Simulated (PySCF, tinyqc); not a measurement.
A ladder of methods, and size consistency: correlation methods against full CI in the sto-6g basis, for BH, spin multiplicity 1. Computed by the program tinyqc with PySCF. 

Geometry (angstrom):
```
atom,x,y,z
B,0.0000,0.0000,0.0000
H,0.0000,0.0000,1.0470
```

RHF energy of one = -24.984951 hartree

All electrons correlated; +Q is the Davidson correction (1 - c0^2) E_corr. The last columns treat two copies 100 angstrom apart as one system. FCI is the lowest singlet.

Correlation energies (hartree):
```
method,E_corr of one,share of FCI (%),E_corr of two at 100 angstrom,two minus twice one (mhartree)
MP2,-0.026305,49.7827,-0.052610,0.0000
CISD,-0.051389,97.2560,-0.095611,7.1678
CISD+Q,-0.055596,105.2167,-0.107902,3.2892
CCSD,-0.052641,99.6242,-0.105281,-2.13e-05
CCSD(T),-0.052722,99.7774,-0.105443,-2.11e-05
FCI,-0.052839,100.0000,-,-
```

MP2 recovers 50 %, CISD 97.3 % and CCSD 99.6 % of the FCI value (c0^2 = 0.918 in CISD). MP2 and coupled cluster are size consistent, so their last column vanishes; CISD loses 7.17 mhartree, since a double excitation on each copy is a quadruple of the pair, and the Davidson correction leaves +3.29. The restricted reference is unstable here: a spin-polarised solution lies 0.0163 hartree lower (PySCF), so results built on it describe a poor reference.
